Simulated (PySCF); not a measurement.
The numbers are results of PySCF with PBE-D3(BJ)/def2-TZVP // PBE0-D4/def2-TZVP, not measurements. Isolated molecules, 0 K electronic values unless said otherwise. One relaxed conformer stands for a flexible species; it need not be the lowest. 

Reference species (SMILES): `CN([SiH2])C` (neutral, multiplicity 2).

```json
{
 "highest_occupied_spin_orbital": "-3.93 eV"
}
```

Changed species: `O=[C]C` (radical fragment; the reference has radical fragment).

Question: Give the shifts of the highest occupied spin orbital.

Answer: the highest occupied spin orbital decreases by 0.29 eV, to -4.22 eV.
